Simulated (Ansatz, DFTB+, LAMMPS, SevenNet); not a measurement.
# Ladder of methods for the lattice parameter c of hcp Ru

Reference value: 4.282 Å (measured, 293 K, no zero-point or thermal correction; as tabulated in Wikipedia's data pages).

```
level (code)                    value (Å)  difference (%)
------------------------------  ---------  --------------
Lennard-Jones uff-vdw (LAMMPS)      4.701           +9.79
GFN1-xTB as cut by DFTB+            4.367           +1.99
SevenNet-l3i5                       4.307           +0.58
LDA (Ansatz)                        4.222           -1.40
PBE (Ansatz)                        4.292           +0.23
rVV10 (Ansatz)                      4.332           +1.17
r²SCAN (Ansatz)                     4.261           -0.49
B3LYP (VWN-RPA form) (Ansatz)       4.295           +0.30
Hartree–Fock (Ansatz)               4.188           -2.20
```

Leaving aside Lennard-Jones uff-vdw (doubt noted below): The reference is not for a static lattice or low temperature, so close values are not ranked against it. Off by more than 1.75 %, or 2.45 % on the side where a correction would as a rule narrow the miss (bounds picked here): GFN1-xTB as cut by DFTB+ (+1.99 %).

The measured value isn't corrected to a static lattice, so vibrations enter the comparison.  Lennard-Jones uff-vdw: this is a force field's van der Waals term alone, without bonds or charges. GFN1-xTB as cut by DFTB+: the method was fitted mainly to molecules. GFN1-xTB as cut by DFTB+: codes differ in how they cut the long-range tail of xTB's charge interaction in a crystal, so the value belongs to this code. Cutoffs and k meshes differ between the levels. Ansatz's density-functional and Hartree–Fock values are scalar-relativistic unless marked +SOC, with PAW data made under PBE.

Machine-learned potentials (SevenNet-l3i5) are trained on DFT data: a solid inside that data is no test of them.

Differences are worked out from the printed values.

Ansatz is an electronic-structure program.
